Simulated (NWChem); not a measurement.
System: fluorine (F2); SMILES FF

The following NWChem deck was run.

```
start job
memory heap 200 mb stack 900 mb global 1100 mb
geometry units angstroms noautosym nocenter noautoz
  F      0.000000     0.000000     0.688226
  F      0.000000     0.000000    -0.688226
end
basis spherical
  * library def2-svp
end
dft
  xc pbe0
  iterations 150
end
cosmo
  do_cosmo_smd true
  solvent water
end
task dft energy
```

Structure relaxed at the PBE0/def2-SVP level. Solvent: water.

Level: PBE0/def2-SVP with SMD (1 M gas to 1 M solution), gas-phase geometry.

**Question.** Predict the main results of this run. (PBE0/def2-SVP, SMD on the gas-phase geometry.) Quantities: solvation free energy (kcal/mol); cavity-dispersion-structure term (kcal/mol).

**Answer.** The solvation free energy (kcal/mol) comes out as 2.2 and the cavity-dispersion-structure term (kcal/mol) comes out as 2.3.
